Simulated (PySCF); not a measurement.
Gas-phase reaction: AlCl₂ + AlF₃ → 2 AlClF + F

Method: PySCF energies (xtb for GFN2) plus ideal-gas RRHO corrections (1 bar). Table values come from the NASA 1993 polynomials. After a fit of one offset per element over all species, the range-separated, M06-2X, PBE0/def2-QZVP and CCSD(T)/def2-TZVPP enthalpies, where run, lie to one side of the table for AlCl₂ (+44 kJ/mol), AlClF (+54 kJ/mol): a fault of the table's entry, another state or a shared error of the levels is possible; this was not checked at source. † marks an energy on the PBE0/def2-TZVP geometry and frequencies; other levels use their own. CCSD(T) freezes the core. Open shells (unrestricted): AlCl₂ (multiplicity 2), AlClF (multiplicity 2), F (multiplicity 2, electronic degeneracy 6); the rest are closed-shell singlets. GFN2 has no spin-polarisation term. Spin-orbit splitting is ignored; it lowers the true energy and changes the entropy of F. For this reaction the table lies outside the span of B3LYP, CCSD(T), M06-2X, MP2, PBE0, r2SCAN, ωB97M-V, ωB97X-V in their largest bases here; which side is off was not settled. CCSD(T) isn't extrapolated to the basis-set limit; its ΔH°(298 K) is 616.8 kJ in def2-SVP and 639.5 kJ in def2-TZVPP. The harmonic model lacks anharmonicity and excited electronic states, which grow with temperature; levels with a mode under 35 cm⁻¹ are left out. The table's entry may be an old estimate for AlCl₂, AlF₃, AlClF (not checked at source).

```csv
level,"ΔH°(298 K), kJ",minus table,"ΔG°(600 K), kJ"
table,590.0,-,494.4
BLYP/def2-TZVP†,627.9,37.9,531.5
CCSD(T)/def2-TZVPP†,639.5,49.5,543.1
GFN2-xTB,595.2,5.2,498.6
HF/def2-TZVP†,481.2,-108.8,384.8
PBE/def2-SVP,634.0,44.0,538.1
PBE0/def2-QZVP†,621.9,31.9,525.5
PBE0/def2-TZVP,618.2,28.2,521.8
LDA/def2-TZVP†,713.0,123.0,616.6
```
